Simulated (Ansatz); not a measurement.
# Tetragonal perovskite BaTiO₃ (room-temperature form, which distorts further on cooling)

These are PBE-D4 in Ansatz (PAW) values and carry that method's errors.

Settings: plane-wave cutoff 500 eV, 10×10×10 k mesh, gaussian smearing 0.02 eV, no spin polarisation, scalar-relativistic PAW data made under PBE.

Cell (relaxed at this level):

```yaml
crystal:
  lattice:
    - [3.97284, 0.00000, 0.00000]
    - [0.00000, 3.97284, 0.00000]
    - [0.00000, 0.00000, 4.12096]
  atoms:
    - { symbol: Ba, position: [0.50000, 0.50000, 0.58683] }
    - { symbol: Ti, position: [0.00000, 0.00000, 0.10359] }
    - { symbol: O, position: [0.00000, 0.50000, 0.06165] }
    - { symbol: O, position: [0.50000, 0.00000, 0.06165] }
    - { symbol: O, position: [0.00000, 0.00000, 0.54627] }
```

| Quantity | Value |
|---|---|
| band gap | 1.87 eV (on the SCF k mesh) |

Note: the relaxation could not lower the start's symmetry, so the cell can be a saddle point above a distorted one.

Spin–orbit coupling is not included.

Static lattice: no zero-point or thermal effects.

Ansatz is a first-principles code.
